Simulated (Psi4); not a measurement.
Reaction (SMILES): [SiH4] (SiH4) → [SiH3-] + H+
B3LYP-D3(BJ)/def2-TZVP geometries, fixed; electronic energies without zero-point terms.

Basis-set convergence of the deprotonation energy at PBE with Psi4. Cartesian d functions, on some or all atoms, in 6-31G*, 6-31+G*; all else is spherical. Density fitting with the program's default auxiliary sets. Psi4's default fitting sets serve the pcseg sets less well. No added dispersion term, no relativity. Functions are those of the species that has most. Reference: the value in aug-cc-pV(Q+d)Z, 373.66 kcal/mol, itself unsure by roughly 0.40 kcal/mol (its distance from def2-QZVPPD). Deviations are taken from unrounded values. Cost is core time over that of STO-3G, rough, on shared machines of one kind.

| basis | functions | deprotonation energy (kcal/mol) | minus reference (kcal/mol) | cost |
|---|---|---|---|---|
| STO-3G | 13 | 500.95 | 127.29 | 1× |
| pcseg-0 | 21 | 372.48 | -1.17 | 1× |
| 6-31G* | 27 | 379.08 | 5.43 | 1× |
| 6-31+G* | 31 | 372.53 | -1.13 | 1× |
| pcseg-1 | 38 | 375.27 | 1.61 | 1× |
| cc-pV(D+d)Z | 43 | 379.38 | 5.72 | 1× |
| 6-311G** | 50 | 375.48 | 1.83 | 1× |
| aug-cc-pV(D+d)Z | 68 | 371.58 | -2.08 | 1× |
| 6-311++G(2d,2p) | 75 | 373.21 | -0.45 | 1× |
| def2-TZVPD | 79 | 374.90 | 1.24 | 1× |
| pcseg-2 | 90 | 375.03 | 1.37 | 1× |
| cc-pV(T+d)Z | 95 | 377.51 | 3.85 | 2× |
| def2-TZVPP | 98 | 376.61 | 2.95 | 1× |
| def2-TZVPPD | 116 | 374.86 | 1.21 | 1× |
| aug-cc-pV(T+d)Z | 147 | 373.15 | -0.51 | 2× |
| cc-pV(Q+d)Z | 184 | 375.33 | 1.68 | 2× |
| pcseg-3 | 196 | 373.95 | 0.29 | 2× |
| aug-cc-pV(Q+d)Z | 273 | 373.66 | 0.00 | 5× |
